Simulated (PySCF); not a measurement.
A species of formula C3H5N3 has this rotational fingerprint, computed with PySCF, PBE0-D3(BJ)/def2-SVP geometry optimisation, gas phase:

| Property | Result |
| --- | --- |
| Rotational constants | A = 9378, B = 3938, C = 2824 MHz |
| Dipole components | \|μa\| = 0.59 D, \|μb\| = 0.02 D, \|μc\| = 0.02 D |
| Inertial defect | -3.24 u·Å² |
| κ | -0.66 |

Problem. Which candidate fits, each taken in the one conformer that was computed?
A. `Cn1nccn1`
B. `Cn1cnnc1`
C. `Nc1cn[nH]c1`

Solution. A. It is Cn1nccn1, an asymmetric top. The candidates at the same level (rigid rotor, commonest isotopes):

| SMILES | A (MHz) | B (MHz) | C (MHz) | μa (D) | μb (D) | μc (D) | Δ (u·Å²) | point group | rotor |
| --- | --- | --- | --- | --- | --- | --- | --- | --- | --- |
| Cn1nccn1 | 9378 | 3938 | 2824 | 0.59 | 0.02 | 0.02 | -3.24 | near Cs | asymmetric top |
| Nc1cn[nH]c1 | 9368 | 3526 | 2569 | 1.30 | 2.13 | 1.14 | -0.56 | – | asymmetric top |
| Cn1cnnc1 | 9598 | 3685 | 2709 | 6.17 | 0.01 | 0.02 | -3.24 | near Cs | asymmetric top |

`Cn1cnnc1` has B 6 % too low; `Nc1cn[nH]c1` has B 10 % too low. No structure here is proved a minimum.
